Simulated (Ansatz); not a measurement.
Ansatz (a first-principles code) input:

Ansatz 0.2 input:
```yaml
crystal:
  periodic: [false, false, false]
  atoms:
    - {symbol: C, position_ang: [0.76790855, 1.82364016, -0.04391624]}
    - {symbol: C, position_ang: [0.62963155, 0.35318691, 0.11098407]}
    - {symbol: C, position_ang: [-0.69356052, -0.31211522, -0.02058613]}
    - {symbol: C, position_ang: [-0.62001186, -1.83764647, -0.04651647]}
    - {symbol: H, position_ang: [1.81220535, 2.13398295, -0.09839861]}
    - {symbol: H, position_ang: [-1.61297326, -2.28227293, -0.13047803]}
    - {symbol: H, position_ang: [0.31242600, 2.36960137, 0.79757930]}
    - {symbol: H, position_ang: [0.25812005, 2.18196566, -0.94536723]}
    - {symbol: H, position_ang: [-0.15856476, -2.22048302, 0.86655326]}
    - {symbol: H, position_ang: [-0.02182378, -2.18418515, -0.89153036]}
    - {symbol: H, position_ang: [1.45672822, -0.21521369, 0.52070677]}
    - {symbol: H, position_ang: [-1.19731332, 0.05244074, -0.92589008]}
    - {symbol: H, position_ang: [-1.35261093, 0.00177164, 0.80703374]}
basis:
  gaussian:
    orbitals: 6-31G*
magnetization: {spin_polarized: true, initial_magnetization: 1}
correlation: {method: ccsd_t, electrons: outside_noble_gas}
```

Problem. Predict the final energy.

Solution. -157.24194 Eh (CCSD(T)/6-31G*).

It need not be the lowest isomer of its formula.
